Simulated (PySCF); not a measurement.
Level of theory: PBE0-D3(BJ)/def2-TZVP (PySCF). Isolated molecules, 0 K electronic values unless said otherwise. 

Reference species (SMILES): `[NH2+]` (lower triplet) (charge +1, multiplicity 3).

| Quantity | Result |
|---|---|
| highest occupied spin orbital | -20.95 eV |

Changed species: `C#C[NH+]` (lower triplet) (X = ethynyl, multiplicity 3; the reference has X = H, multiplicity 3).

Problem. Give the shifts of the highest occupied spin orbital.

Solution. the highest occupied spin orbital rises by 5.57 eV, to -15.38 eV.
